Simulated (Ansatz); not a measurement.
**CH5Si2+: functionals against CCSD(T) at one geometry**

An exercise on one series of results from a longer session: the logs are not shown, and one member is left open.

Program: Ansatz 0.2.0, Gaussian basis. Level of theory: single points in def2-TZVPP. These are calculated values, not measurements.

Cores are frozen in the correlated methods.

## The system as given

8 atoms, charge 1, spin multiplicity 1.

Atoms are counted from 1 here; the program's logs count them from 0.

Bond lengths: Si1–C2 1.811 Å, Si1–H4 1.502 Å, C2–Si3 1.895 Å, C2–H5 1.126 Å, Si3–H6 1.407 Å, Si3–H7 1.436 Å, Si3–H8 1.387 Å. Angles: C2–Si1–H4 172.0°, Si1–C2–Si3 132.0°, Si1–C2–H5 107.7°, Si3–C2–H5 119.2°, C2–Si3–H6 104.6°, C2–Si3–H7 104.7°, C2–Si3–H8 105.7°, H6–Si3–H7 112.5°, H6–Si3–H8 116.6°, H7–Si3–H8 111.4°.

As a file:

```
Si   -1.3468    0.6566   -1.3697
C     0.2206    0.1969   -0.5870
Si    0.6233   -0.5317    1.1152
H    -2.7386    0.9646   -1.8438
H     1.0537    0.6249   -1.2118
H    -0.0496    0.3037    2.0259
H     2.0513   -0.4308    1.2274
H     0.2110   -1.8554    1.0634
```

Set-up of the first run:

The input, run/in.yaml:

```yaml
crystal:
  periodic: [false, false, false]
  atoms:
    - {symbol: Si, position_ang: [-1.346800, 0.656600, -1.369700]}
    - {symbol: C, position_ang: [0.220600, 0.196900, -0.587000]}
    - {symbol: Si, position_ang: [0.623300, -0.531700, 1.115200]}
    - {symbol: H, position_ang: [-2.738600, 0.964600, -1.843800]}
    - {symbol: H, position_ang: [1.053700, 0.624900, -1.211800]}
    - {symbol: H, position_ang: [-0.049600, 0.303700, 2.025900]}
    - {symbol: H, position_ang: [2.051300, -0.430800, 1.227400]}
    - {symbol: H, position_ang: [0.211000, -1.855400, 1.063400]}
basis:
  gaussian: {orbitals: def2-TZVPP}
total_charge: 1
correlation: {method: ccsd_t}
output: {forces: true}
```

No record of the launch command was kept for these runs.

Among the steps run: CCSD(T)/def2-TZVPP; PBE0-D4/def2-TZVPP; wB97M-V/def2-TZVPP; r2SCAN-D4/def2-TZVPP; PBE-D4/def2-TZVPP; B97M-V/def2-TZVPP; wB97X-V/def2-TZVPP.

One table of the session follows, with a row left open; its other results are not shown here.

```
   method  RMS force component (eV/Å)  angle to CCSD(T) forces (°)
  CCSD(T)                       1.121                    reference
  PBE0-D4                       1.283                          6.6
  wB97M-V                       1.310                          7.4
r2SCAN-D4                       1.228                          6.4
   PBE-D4                       1.190                          8.6
   B97M-V                       1.210                          6.6
  wB97X-V                           ?                            ?
```

Estimate the missing values for wB97X-V.

The run gave: RMS force component (eV/Å): 1.366; angle to CCSD(T) forces (°): 6.8. In the column «RMS force component (eV/Å)» it is the highest.
